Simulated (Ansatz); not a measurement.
# Active spaces for C₂H₄S, singlet

Computed with Ansatz's Gaussian-basis code (development build); NEVPT3, NEVPT4(SD), MRCISD by development code. Basis cc-pV(T+d)Z, nonrelativistic, 7 orbitals frozen in the corrections. State-specific CASSCF; RHF is the lowest restricted (open-shell) Hartree–Fock solution met. Letters tell apart solutions met in one space. Single-reference values can break down or jump between states where bonds are stretched. No symmetry is imposed, so a solution can break that of the shape. No proof that the lowest CASSCF solution was found.

Geometry:

```xyz
7

C     0.0000   -0.7345   -0.5370
S     0.0000    0.1674    1.0363
C     0.0000    0.4799   -1.3819
H    -0.9139   -1.3120   -0.6269
H     0.9139   -1.3120   -0.6269
H     0.9139    0.7364   -1.9070
H    -0.9139    0.7364   -1.9070
```

CASSCF less RHF, in eV, and natural occupations:

```tsv
CAS	CASSCF	occupations
(2,2) a	-1.253	1.74, 0.26
(2,2) b	-0.400	1.98, 0.02
```

Question: What totals less RHF do the corrections give on each solution?

Answer: 

```csv
CAS,SC-NEVPT2,FIC-NEVPT2,NEVPT3,NEVPT4(SD),MRCISD
"(2,2) a",-14.353,-14.357,-15.343,-15.772,-13.625
"(2,2) b",-14.070,-14.073,-14.932,-15.614,-13.119
```

Question: In CAS(2,2), is the solution lowest in CASSCF also lowest after SC-NEVPT2?

Answer: Yes: (2,2) a stays lowest, 0.28 eV under the next.

Question: How do single-reference totals in the same basis and frozen core stand against SC-NEVPT2 in CAS(2,2) a?

Answer: CCSD(T) -1.643 eV. Coupled cluster stands on the determinant that it favours, which can lie over the RHF solution above, and is in doubt where the occupations are far from 0, 1 and 2.

Question: Roughly how much CPU time does a whole run from the default start take (median of such runs, summed over threads; nearly all runs on one pinned thread of a shared server, mostly Xeon at 2.3 to 2.6 GHz, by a development driver)?

Answer: CAS(2,2) a: about 7.2 s. Other jobs ran beside these, and the count of passes differs.
